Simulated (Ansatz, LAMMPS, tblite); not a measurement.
# Elastic constant C13 of wurtzite GaN: levels of theory against measurement

Reference value: 106 GPa (measured, temperature not stated, not corrected to a static lattice, our sources range from 92.0 to 106; as tabulated in Oses et al. (2018), arXiv:1811.08464).

| level (code) | value (GPa) | cell (Å³/atom) |
|---|---|---|
| ionic model zapol1997 (shell model, LAMMPS) | 142 | 11.63 |
| GFN1-xTB (tblite) | 42.5 | 12.90 |
| LDA (Ansatz) | 101 | 11.05 |
| PBE (Ansatz) | 80.2 | 11.76 |
| PBE-D3(BJ) (Ansatz) | (withheld) | 11.52 |
| r²SCAN+rVV10 (Ansatz) | (withheld) | 11.30 |
| Hartree–Fock (Ansatz) | 101 | 11.40 |

Question: What belongs in the gaps?

Answer: 
- PBE-D3(BJ) (Ansatz, a quantum-chemistry and plane-wave program), value (GPa): 86.8
- r²SCAN+rVV10 (Ansatz), value (GPa): 98.4

Differences against the reference: ionic model zapol1997 +34 %, GFN1-xTB -60 %, LDA -4.7 %, PBE -24 %, PBE-D3(BJ) -18.1 %, r²SCAN+rVV10 -7.2 %, Hartree–Fock -4.7 %.

The levels aren't ranked against this reference (sources at odds).

The measured value isn't corrected to a static lattice, so vibrations enter the comparison.  GFN1-xTB: the method was fitted mainly to molecules. GFN1-xTB: the run uses a supercell at the zone centre in place of a k mesh. PBE-D3(BJ): the dispersion coefficients are held fixed in the derivatives. Each level is taken at its own relaxed cell. Cutoffs and k meshes differ between the levels. Ansatz's density-functional and Hartree–Fock values are scalar-relativistic unless marked +SOC, with PAW data made under PBE.

Empirical potentials (ionic model zapol1997) are fitted to chosen data: where that held the value shown, agreement is built in, and what lay outside the fit can be far off.

Differences are worked out from the printed values.
